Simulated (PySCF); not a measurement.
Mononitrogen monosulfide, NS (doublet state).
Structure used (PBE0-D3(BJ)/def2-SVP), in Å, numbered top down from 1:
```xyz
2
NS angstrom
N      0.7534   -0.0069   -0.0044
S     -0.7479    0.0094   -0.0239
```

Jobs on this species (2 atoms, 23 electrons) with PySCF (density fitting). Hardware of each: one thread, x86-64 server, no GPU, on a shared host. Times come from a shared host and carry two figures at best.

```csv
level and settings,work,basis functions,SCF cycles,wall time
"UKS PBE, IGLO-III on N S, non-relativistic, mean-field spin-orbit, GIAO","unrestricted SCF, stability check, g, hyperfine",79,?,?
"UKS HF, IGLO-III on N S, non-relativistic, mean-field spin-orbit, GIAO","unrestricted SCF, stability check, g, hyperfine",79,?,?
"UKS CAM-B3LYP, IGLO-III on N S, non-relativistic, mean-field spin-orbit, GIAO","unrestricted SCF, stability check, g, hyperfine",79,16,3.6 s
"UKS B3LYP, IGLO-III on N S, non-relativistic, mean-field spin-orbit, GIAO","unrestricted SCF, stability check, g, hyperfine",79,13,3.2 s
"UKS BHandHLYP, IGLO-III on N S, non-relativistic, mean-field spin-orbit, GIAO","unrestricted SCF, stability check, g, hyperfine",79,16,2.7 s
"PBE0-D3(BJ)/def2-SVP, grid level 1",geometry optimisation from a GFN2-xTB start,32,32,1.8 s
"UKS PBE0, IGLO-III on N S, non-relativistic, mean-field spin-orbit, GIAO","unrestricted SCF, stability check, g, hyperfine",79,14,3.1 s
```

Q: Fill in the missing figures.

A: 
- UKS PBE, IGLO-III on N S, non-relativistic, mean-field spin-orbit, GIAO; unrestricted SCF, stability check, g, hyperfine: 2.2 s, 12 SCF cycles
- UKS HF, IGLO-III on N S, non-relativistic, mean-field spin-orbit, GIAO; unrestricted SCF, stability check, g, hyperfine: 2.0 s, 18 SCF cycles

Q: What do all jobs in the table cost together?

A: About 19 s; the longest takes about 19 % of that, and about 2 times as long as the shortest.
